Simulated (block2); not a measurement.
**BH2Cl− (SMILES [BH2-]Cl) at DMRG/STO-3G**

What is the vertical doublet–quartet gap of BH2Cl− at DMRG/STO-3G? The job is set up through a Python script.

The results are computed with block2 0.5.4.

3 further runs of the same task are left out: 3 set aside as unsound or not needed.

## 1. The system as given

BH2Cl−: 4 atoms, total charge -1, spin state doublet. As SMILES, `[BH2-]Cl`. The coordinates come from a GFN2-xTB relaxation.

Bond lengths: B1–Cl2 1.923 Å, B1–H3 1.212 Å, B1–H4 1.212 Å. Angles: Cl2–B1–H3 107.8°, Cl2–B1–H4 107.8°, H3–B1–H4 115.8°.

## 2. The energy at DMRG/STO-3G

The input, job.py:

```python
import numpy as np
from pyscf import cc, dft, gto, mcscf, mp, scf
from pyblock2._pyscf.ao2mo import integrals as itg
from pyblock2.driver.core import DMRGDriver, SymmetryTypes

mol = gto.M(atom="""
B
Cl 1 1.923355
H 1 1.211691 2 107.77693
H 1 1.211664 3 115.75059 2 -120.78882
""", basis="sto-3g", charge=-1, spin=1, verbose=3)
print("nao = %d" % (mol.nao))
mf = scf.ROHF(mol)
mf.conv_tol = 1e-10
mf.max_cycle = 200
mf.kernel()
if not mf.converged:
    mf = mf.newton().run(mf.mo_coeff, mf.mo_occ)
print("E(SCF) = %.10f" % (mf.e_tot))
# single-reference ladder for comparison
ref = scf.UHF(mol).run(mf.make_rdm1(), conv_tol=1e-10)
pt = mp.MP2(ref, frozen=6).run()
mycc = cc.CCSD(ref, frozen=6)
mycc.max_cycle = 150
mycc.kernel()
print(f"MP2 total energy = {pt.e_tot:.10f}")
if mycc.converged:
    print("CCSD total energy = %.10f" % (mycc.e_tot))
    print("E(CCSD(T)) = %.10f" % (mycc.e_tot + mycc.ccsd_t()))
# a few density functionals on the same geometry and basis
ks = dft.UKS(mol, xc="pbe").set(conv_tol=1e-9, verbose=3).run(mf.make_rdm1())
if ks.converged:
    print("E(PBE) = %.8f" % (ks.e_tot))
ks = dft.UKS(mol, xc="b3lyp").set(conv_tol=1e-9, verbose=3).run(mf.make_rdm1())
if ks.converged:
    print(f"E(B3LYP) = {ks.e_tot:.8f}")
ks = dft.UKS(mol, xc="tpss").set(conv_tol=1e-9, verbose=3).run(mf.make_rdm1())
if ks.converged:
    print("E(TPSS) = %.8f" % (ks.e_tot))
ncas, n_elec, spin, ecore, h1e, g2e, orb_sym = itg.get_rhf_integrals(mf, ncore=6, ncas=10, pg_symm=False, g2e_symm=1)
dmrg = DMRGDriver(scratch="./tmp", symm_type=SymmetryTypes.SU2, stack_mem=1500 << 20, n_threads=1)
# order the orbitals along the chain
idx = dmrg.orbital_reordering(h1e, g2e, method="fiedler")
print("orbital order:", idx.tolist())
h1e = h1e[np.ix_(idx, idx)]
g2e = g2e[np.ix_(idx, idx, idx, idx)]
orb_sym = np.array(orb_sym)[idx]
dmrg.initialize_system(n_sites=ncas, n_elec=n_elec, spin=spin, orb_sym=orb_sym)
mpo = dmrg.get_qc_mpo(h1e=h1e, g2e=g2e, ecore=ecore, iprint=1)
occs = np.array([1.8] * 6 + [1.0] * 1 + [0.2] * 3)[idx]
psi = dmrg.get_random_mps(tag="GS", bond_dim=25, nroots=1, occs=occs)
bond_dims = [25] * 2 + [50] * 3 + [100] * 3
noises = [0.0001] * 2 + [0.0001] * 3 + [1e-05] * 3 + [0]
thrds = [1e-08] * 8
e = dmrg.dmrg(mpo, psi, n_sweeps=14, tol=1e-07, bond_dims=bond_dims, noises=noises, thrds=thrds, iprint=1)
ms, dws, es = dmrg.get_dmrg_results()
print("DW = %.3e" % (dws[-1]))
print(f"total energy = {e:.10f}")
dm1 = dmrg.get_1pdm(psi)
print("NOONs =", np.round(np.linalg.eigvalsh(dm1)[::-1], 5).tolist())
c_act = mf.mo_coeff[:, 6:16][:, idx]
dm_ao = c_act @ dm1 @ c_act.T + 2 * mf.mo_coeff[:, :6] @ mf.mo_coeff[:, :6].T
print("dipole / D =", np.round(scf.hf.dip_moment(mol, dm_ao, verbose=0), 4).tolist())
print(f"largest bipartite entropy = {max(dmrg.get_bipartite_entanglement(psi)):.4f}")
csf, coef = dmrg.get_csf_coefficients(psi, cutoff=0.05, iprint=1)
print(f"leading coefficient squared = {np.max(np.abs(coef)) ** 2:.4f}")
# FCI check
ci = mcscf.CASCI(mf, 10, (7, 6))
ci.fix_spin_(ss=0.75)
ci.fcisolver.conv_tol = 1e-10
ci.fcisolver.max_cycle = 200
ci.kernel()
print("E(FCI) = %.10f" % (ci.e_tot))
```

Command:

```sh
python job.py
```

Log:

```text
nao = 16
converged SCF energy = -479.987377602694
E(SCF) = -479.9873776027
converged SCF energy = -479.988499263299  <S^2> = 0.75514665  2S+1 = 2.00514
E(UMP2) = -480.020050176902  E_corr = -0.0315509136034908
E(SCS-UMP2) = -480.025020043095  E_corr = -0.036520779795896
E(UCCSD) = -480.0342655341062  E_corr = -0.04576627080746984
MP2 total energy = -480.0200501769
CCSD total energy = -480.0342655341
UCCSD(T) correction = -0.000370378697015643
E(CCSD(T)) = -480.0346359128
converged SCF energy = -480.554203915945  <S^2> = 0.75196155  2S+1 = 2.0019606
E(PBE) = -480.55420392
converged SCF energy = -480.814478688104  <S^2> = 0.75155891  2S+1 = 2.0015583
E(B3LYP) = -480.81447869
converged SCF energy = -480.849934951582  <S^2> = 0.75198246  2S+1 = 2.0019815
E(TPSS) = -480.84993495
orbital order: [6, 9, 8, 7, 1, 2, 5, 3, 0, 4]
integral symmetrize error =  0.0
integral cutoff error =  0.0
mpo terms =       6111

Build MPO | Nsites =    10 | Nterms =       6111 | Algorithm = FastBIP | Cutoff = 1.00e-20
 Site =     0 /    10 .. Mmpo =    14 DW = 0.00e+00 NNZ =       14 SPT = 0.0000 Tmvc = 0.001 T = 0.001
 Site =     1 /    10 .. Mmpo =    42 DW = 0.00e+00 NNZ =      179 SPT = 0.6956 Tmvc = 0.000 T = 0.002
 Site =     2 /    10 .. Mmpo =    64 DW = 0.00e+00 NNZ =      349 SPT = 0.8702 Tmvc = 0.000 T = 0.002
 Site =     3 /    10 .. Mmpo =    94 DW = 0.00e+00 NNZ =      572 SPT = 0.9049 Tmvc = 0.001 T = 0.002
 Site =     4 /    10 .. Mmpo =   132 DW = 0.00e+00 NNZ =      800 SPT = 0.9355 Tmvc = 0.001 T = 0.002
 Site =     5 /    10 .. Mmpo =    94 DW = 0.00e+00 NNZ =     2812 SPT = 0.7734 Tmvc = 0.001 T = 0.004
 Site =     6 /    10 .. Mmpo =    64 DW = 0.00e+00 NNZ =      571 SPT = 0.9051 Tmvc = 0.000 T = 0.001
 Site =     7 /    10 .. Mmpo =    42 DW = 0.00e+00 NNZ =      345 SPT = 0.8717 Tmvc = 0.000 T = 0.001
 Site =     8 /    10 .. Mmpo =    14 DW = 0.00e+00 NNZ =      177 SPT = 0.6990 Tmvc = 0.000 T = 0.000
 Site =     9 /    10 .. Mmpo =     1 DW = 0.00e+00 NNZ =       14 SPT = 0.0000 Tmvc = 0.000 T = 0.000
Ttotal =      0.015 Tmvc-total = 0.003 MPO bond dimension =   132 MaxDW = 0.00e+00
NNZ =         5833 SIZE =        43428 SPT = 0.8657

Rank =     0 Ttotal =      0.016 MPO method = FastBipartite bond dimension =     132 NNZ =         5833 SIZE =        43428 SPT = 0.8657

Sweep =    0 | Direction =  forward | Bond dimension =   25 | Noise =  1.00e-04 | Dav threshold =  1.00e-08
Time elapsed =      0.103 | E =    -480.0198560911 | DW = 1.80690e-06

Sweep =    1 | Direction = backward | Bond dimension =   25 | Noise =  1.00e-04 | Dav threshold =  1.00e-08
Time elapsed =      0.218 | E =    -480.0322126340 | DE = -1.24e-02 | DW = 2.82363e-05

Sweep =    2 | Direction =  forward | Bond dimension =   50 | Noise =  1.00e-04 | Dav threshold =  1.00e-08
Time elapsed =      0.417 | E =    -480.0346408925 | DE = -2.43e-03 | DW = 5.47839e-06

Sweep =    3 | Direction = backward | Bond dimension =   50 | Noise =  1.00e-04 | Dav threshold =  1.00e-08
Time elapsed =      0.659 | E =    -480.0346912543 | DE = -5.04e-05 | DW = 9.68555e-06

Sweep =    4 | Direction =  forward | Bond dimension =   50 | Noise =  1.00e-04 | Dav threshold =  1.00e-08
Time elapsed =      0.918 | E =    -480.0346935980 | DE = -2.34e-06 | DW = 1.30538e-05

Sweep =    5 | Direction = backward | Bond dimension =  100 | Noise =  1.00e-05 | Dav threshold =  1.00e-08
Time elapsed =      1.300 | E =    -480.0347192713 | DE = -2.57e-05 | DW = 3.04620e-07

Sweep =    6 | Direction =  forward | Bond dimension =  100 | Noise =  1.00e-05 | Dav threshold =  1.00e-08
Time elapsed =      1.835 | E =    -480.0347228705 | DE = -3.60e-06 | DW = 6.24835e-07

Sweep =    7 | Direction = backward | Bond dimension =  100 | Noise =  1.00e-05 | Dav threshold =  1.00e-08
Time elapsed =      2.364 | E =    -480.0347251578 | DE = -2.29e-06 | DW = 5.11778e-07

Sweep =    8 | Direction =  forward | Bond dimension =  100 | Noise =  0.00e+00 | Dav threshold =  1.00e-08
Time elapsed =      2.861 | E =    -480.0347251551 | DE = 2.67e-09 | DW = 4.86973e-07

DW = 4.870e-07
total energy = -480.0347251551
NOONs = [1.99987, 1.99957, 1.99881, 1.98563, 1.98002, 1.97644, 1.00066, 0.02263, 0.02037, 0.01601]
dipole / D = [-3.913, -0.478, -0.2464]
largest bipartite entropy = 0.2141
mps center changed (temporarily)
DTRIE T =      0.001
Number of CSF =          2 (cutoff =      0.05)
Sum of weights of included CSF =    0.970169600694971

CSF          0 -000222222  =    0.983287215157285
CSF          1 -+-0+-2222  =    0.057583445565556
leading coefficient squared = 0.9669
CASCI E = -480.034725622435  E(CI) = -29.7943830255985  S^2 = 0.7500000
E(FCI) = -480.0347256224
```

Run time: 7.2 s. Hardware: 1 thread of Arm Neoverse V2, shared host; peak memory 0.28 GiB.

## 3. The quartet: a single-point energy at DMRG/STO-3G

The input, job.py:

```python
import numpy as np
from pyscf import cc, dft, gto, mcscf, mp, scf
from pyblock2._pyscf.ao2mo import integrals as itg
from pyblock2.driver.core import DMRGDriver, SymmetryTypes

geom = """
B     -0.072740    -0.194320    -0.337270
Cl     1.390160     0.062360     0.884750
H     -0.963970    -0.752550     0.264630
H     -0.353460     0.884500    -0.812110
"""
mol = gto.M(
    atom=geom,
    basis="sto-3g",
    charge=-1,
    spin=3,
    verbose=4,
)
print("basis functions          = %d" % (mol.nao))
mf = scf.ROHF(mol)
mf.conv_tol = 1e-10
mf.max_cycle = 200
mf.kernel()
if not mf.converged:
    mf = mf.newton().run(mf.mo_coeff, mf.mo_occ)
print(f"SCF energy               = {mf.e_tot:.10f}")
ref = scf.UHF(mol).run(mf.make_rdm1(), conv_tol=1e-10)
pt = mp.MP2(ref, frozen=6).run()
mycc = cc.CCSD(ref, frozen=6)
mycc.max_cycle = 150
mycc.kernel()
print(f"MP2 total energy         = {pt.e_tot:.10f}")
if mycc.converged:
    print(f"CCSD total energy        = {mycc.e_tot:.10f}")
    print("CCSD(T) total energy     = %.10f" % (mycc.e_tot + mycc.ccsd_t()))
ks = dft.UKS(mol, xc="pbe").set(conv_tol=1e-9, verbose=3).run(mf.make_rdm1())
if ks.converged:
    print(f"E(PBE)                   = {ks.e_tot:.8f}")
ks = dft.UKS(mol, xc="b3lyp").set(conv_tol=1e-9, verbose=3).run(mf.make_rdm1())
if ks.converged:
    print("E(B3LYP)                 = %.8f" % (ks.e_tot))
ks = dft.UKS(mol, xc="tpss").set(conv_tol=1e-9, verbose=3).run(mf.make_rdm1())
if ks.converged:
    print("E(TPSS)                  = %.8f" % (ks.e_tot))
occ_no, mo = mcscf.addons.make_natural_orbitals(cc.CCSD(mf.to_uhf(), frozen=6).run())
mf.mo_coeff = mo
ncas, n_elec, spin, ecore, h1e, g2e, orb_sym = itg.get_rhf_integrals(mf, ncore=6, ncas=10, pg_symm=False, g2e_symm=1)
drv = DMRGDriver(scratch="./tmp", symm_type=SymmetryTypes.SU2, stack_mem=1500 << 20, n_threads=1)
idx = drv.orbital_reordering(h1e, g2e, method="fiedler")
print("orbital order:", idx.tolist())
h1e = h1e[np.ix_(idx, idx)]
g2e = g2e[np.ix_(idx, idx, idx, idx)]
orb_sym = np.array(orb_sym)[idx]
drv.initialize_system(n_sites=ncas, n_elec=n_elec, spin=spin, orb_sym=orb_sym)
mpo = drv.get_qc_mpo(h1e=h1e, g2e=g2e, ecore=ecore, iprint=1)
occs = np.array([1.8] * 5 + [1.0] * 3 + [0.2] * 2)[idx]
mps = drv.get_random_mps(tag="GS", bond_dim=12, nroots=1, occs=occs)
bond_dims = [12] * 3 + [25] * 2 + [50] * 3 + [100] * 2
noises = [0.001] * 3 + [0.0001] * 2 + [0.0001] * 3 + [1e-05] * 2 + [0]
thrds = [1e-08] * 10
e = drv.dmrg(mpo, mps, n_sweeps=16, tol=1e-07, bond_dims=bond_dims, noises=noises, thrds=thrds, iprint=2)
ms, dws, es = drv.get_dmrg_results()
print("DW                       = %.3e" % (dws[-1]))
print(f"E(final)                 = {e:.10f}")
dm1 = drv.get_1pdm(mps)
print("occupation numbers       =", np.round(np.linalg.eigvalsh(dm1)[::-1], 5).tolist())
c_act = mf.mo_coeff[:, 6:16][:, idx]
dm_ao = c_act @ dm1 @ c_act.T + 2 * mf.mo_coeff[:, :6] @ mf.mo_coeff[:, :6].T
print("dipole moment (debye)    =", np.round(scf.hf.dip_moment(mol, dm_ao, verbose=0), 4).tolist())
print("largest bipartite entropy = %.4f" % (max(drv.get_bipartite_entanglement(mps))))
csf, coef = drv.get_csf_coefficients(mps, cutoff=0.05, iprint=1)
print(f"leading coefficient squared = {np.max(np.abs(coef)) ** 2:.4f}")
ci = mcscf.CASCI(mf, 10, (8, 5))
ci.fix_spin_(ss=3.75)
ci.fcisolver.conv_tol = 1e-10
ci.fcisolver.max_cycle = 200
ci.kernel()
print("FCI energy               = %.10f" % (ci.e_tot))
```

Command:

```sh
python job.py
```

Log:

```text
[INPUT] verbose = 4
[INPUT] num. atoms = 4
[INPUT] num. electrons = 25
[INPUT] charge = -1
[INPUT] spin (= nelec alpha-beta = 2S) = 3
[INPUT] symmetry False subgroup None
[INPUT] Mole.unit = angstrom
[INPUT] Symbol           X                Y                Z      unit          X                Y                Z       unit  Magmom
[INPUT]  1 B     -0.072740000000  -0.194320000000  -0.337270000000 AA   -0.137458678301  -0.367211580525  -0.637347930032 Bohr   0.0
[INPUT]  2 Cl     1.390160000000   0.062360000000   0.884750000000 AA    2.627021669325   0.117843321128   1.671935188709 Bohr   0.0
[INPUT]  3 H     -0.963970000000  -0.752550000000   0.264630000000 AA   -1.821639292297  -1.422113395041   0.500078224344 Bohr   0.0
[INPUT]  4 H     -0.353460000000   0.884500000000  -0.812110000000 AA   -0.667942595989   1.671462757178  -1.534665483021 Bohr   0.0

nuclear repulsion = 35.0185066390499
number of shells = 10
number of NR pGTOs = 48
number of NR cGTOs = 16
basis = sto-3g
ecp = {}
CPU time:         0.42
basis functions          = 16

[... 112 lines left out ...]
WARN: HOMO 0.360459729668429 >= LUMO 0.291518668748406
[... 126 lines left out ...]
WARN: HOMO 0.563492189025125 >= LUMO 0.139954515729061
[... 57 lines left out ...]
WARN: HOMO 0.556736291186247 >= LUMO 0.150526455409838
[... 113 lines left out ...]
 --> Site =    3-   4 .. Mmps =   12 Ndav =  10 E =   -479.5612530169 Error = 3.31e-04 FLOPS = 1.29e+09 Tdav = 0.00 T = 0.01
[... 36 lines left out ...]
 --> Site =    4-   5 .. Mmps =   12 Ndav =  10 E =   -479.5830908622 Error = 2.12e-04 FLOPS = 9.92e+08 Tdav = 0.00 T = 0.02
[... 36 lines left out ...]
 --> Site =    5-   6 .. Mmps =   25 Ndav =   4 E =   -479.5864107015 Error = 1.91e-06 FLOPS = 1.96e+09 Tdav = 0.00 T = 0.03
[... 36 lines left out ...]
 --> Site =    6-   7 .. Mmps =   50 Ndav =   1 E =   -479.5868284062 Error = 3.03e-10 FLOPS = 1.55e+09 Tdav = 0.00 T = 0.02
[... 36 lines left out ...]
 --> Site =    7-   8 .. Mmps =   86 Ndav =   1 E =   -479.5868651457 Error = 5.66e-20 FLOPS = 1.43e+09 Tdav = 0.00 T = 0.03
[... 31 lines left out ...]
 --> Site =    3-   4 .. Mmps =  100 Ndav =   3 E =   -479.5868657867 Error = 4.36e-08 FLOPS = 3.84e+09 Tdav = 0.03 T = 0.08
 --> Site =    4-   5 .. Mmps =  100 Ndav =   2 E =   -479.5868656842 Error = 7.84e-09 FLOPS = 3.93e+09 Tdav = 0.03 T = 0.17
 --> Site =    5-   6 .. Mmps =  100 Ndav =   1 E =   -479.5868656489 Error = 5.75e-18 FLOPS = 3.27e+09 Tdav = 0.00 T = 0.12
 --> Site =    6-   7 .. Mmps =   73 Ndav =   1 E =   -479.5868656489 Error = 9.08e-20 FLOPS = 2.31e+09 Tdav = 0.00 T = 0.04
 --> Site =    7-   8 .. Mmps =   36 Ndav =   1 E =   -479.5868656489 Error = 1.60e-20 FLOPS = 1.04e+09 Tdav = 0.00 T = 0.02
 --> Site =    8-   9 .. Mmps =    7 Ndav =   1 E =   -479.5868656489 Error = 9.48e-23 FLOPS = 1.74e+08 Tdav = 0.00 T = 0.01
[... 7 lines left out ...]

DW                       = 4.357e-08
E(final)                 = -479.5868657867
occupation numbers       = [1.99992, 1.99863, 1.99324, 1.9745, 1.97032, 1.0142, 1.004, 0.99886, 0.02585, 0.02049]
dipole moment (debye)    = [-0.7534, 0.5054, 0.3509]
largest bipartite entropy = 0.2266
mps center changed (temporarily)
DTRIE T =      0.001
Number of CSF =          5 (cutoff =      0.05)
Sum of weights of included CSF =    0.974074349063585

CSF          0 -002-2-222  =   -0.979935694127116
CSF          1 -0022-2-22  =   -0.065814791926943
CSF          2 -0--+2-222  =   -0.058885480553792
CSF          3 -020-2-222  =    0.056951262272658
CSF          4 0-0--22222  =   -0.052515250245105
leading coefficient squared = 0.9603

******** <class 'pyscf.mcscf.casci.CASCI'> ********
CAS (8e+5e, 10o), ncore = 6, nvir = 0
natorb = False
canonicalization = True
sorting_mo_energy = False
max_memory 1800 MB (current use 300 MB)
******** <class 'pyscf.fci.addons.SpinPenaltyFCISolver'> ********
max. cycles = 200
conv_tol = 1e-10
davidson only = True
linear dependence = 1e-12
level shift = 0.001
max iter space = 12
max_memory 1800 MB
nroots = 1
pspace_size = 400
spin = None
Density matrix diagonal elements [1.99991529 1.99862677 1.99323388 1.97436948 1.97031622 1.01433011
 1.00400786 0.99886003 0.02584893 0.02049141]
CASCI converged
CASCI E = -479.586865853755  E(CI) = -29.3469969486037  S^2 = 3.7500000
FCI energy               = -479.5868658538
```

It took 8.4 s on 1 thread of Arm Neoverse V2, shared host; peak memory 0.28 GiB.

## 4. What came out

At DMRG/STO-3G, 6 core orbitals frozen:

```
                                        quantity          value
                run 1, DMRG/STO-3G: total energy  -480.03473 Eh
                           quartet: total energy  -479.58687 Eh
vertical energy of the quartet above the doublet      12.187 eV
```

What this shows: At this shape the quartet lies 12.19 eV (1176 kJ/mol) above the doublet. For an anion a state so high probably lies above electron detachment. In a minimal basis such a difference can be off by several eV, whatever the method.
